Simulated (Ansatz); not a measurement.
Input file:

```yaml
crystal:
  periodic: [false, false, false]
  atoms:
    - {symbol: Al, position_ang: [0.000000, 0.000000, 0.000000]}
    - {symbol: N, position_ang: [0.000000, 0.000000, 2.063000]}
basis:
  gaussian: {orbitals: 6-31G}
magnetization: {spin_polarized: true, initial_magnetization: 0}
correlation: {method: ccsdtq, electrons: outside_noble_gas}
```

```sh
$ ansatz run in.yaml --threads 1 --pin off --events-out ev --progress --plain --max-ram 2393MiB
```

The program prints:

```
452 factors; integrals over basis functions are off by at most 1.9e-7 eV
mean field evaluation 1: about -8049.2424 eV, gradient 3.2e1 eV
mean field evaluation 2: about -8049.2746 eV, gradient 3.2e1 eV
mean field evaluation 4: about -8056.8987 eV, gradient 4.1e0 eV
mean field evaluation 8: about -8057.5643 eV, gradient 3.1e-1 eV
mean field evaluation 16: about -8057.8834 eV, gradient 2.0e0 eV
mean field evaluation 32: about -8060.4331 eV, gradient 5.1e-1 eV
mean field evaluation 64: about -8060.4527 eV, gradient 2.8e-2 eV
mean field evaluation 96: about -8054.6085 eV, gradient 2.5e1 eV
mean field evaluation 128: about -8058.0566 eV, gradient 1.7e-2 eV
mean field evaluation 160: about -8058.0055 eV, gradient 3.5e0 eV
...
cycle  30  -3.81558970 eV  change    1.8e-6 eV  update   3.7e-6
cycle  31  -3.81558853 eV  change    1.2e-6 eV  update   2.2e-6
cycle  32  -3.81558786 eV  change    6.7e-7 eV  update   1.6e-6
cycle  33  -3.81558711 eV  change    7.5e-7 eV  update   1.1e-6
cycle  34  -3.81558661 eV  change    5.0e-7 eV  update   8.0e-7
cycle  35  -3.81558625 eV  change    3.6e-7 eV  update   6.0e-7
cycle  36  -3.81558629 eV  change   -3.5e-8 eV  update   3.7e-7
cycle  37  -3.81558612 eV  change    1.7e-7 eV  update   3.9e-7
cycle  38  -3.81558599 eV  change    1.3e-7 eV  update   3.1e-7
cycle  39  -3.81558597 eV  change    1.3e-8 eV  update   2.7e-7
WARN: in the space of 8 natural orbitals, full CI finds another state of this spin 0.165 eV below this run's state, or below the method's energy where it doesn't find this run's state
WARN: the results are in doubt because among natural orbitals full CI differs from the method by +1.642 eV
Total energy: -8064.26857724 eV, -296.3564040561 hartree
In doubt: among natural orbitals full CI differs from the method by +1.642 eV
```

Ran on 1 thread of AMD EPYC 7B13, shared host: 35 s wall, 0.24 GiB peak host memory.
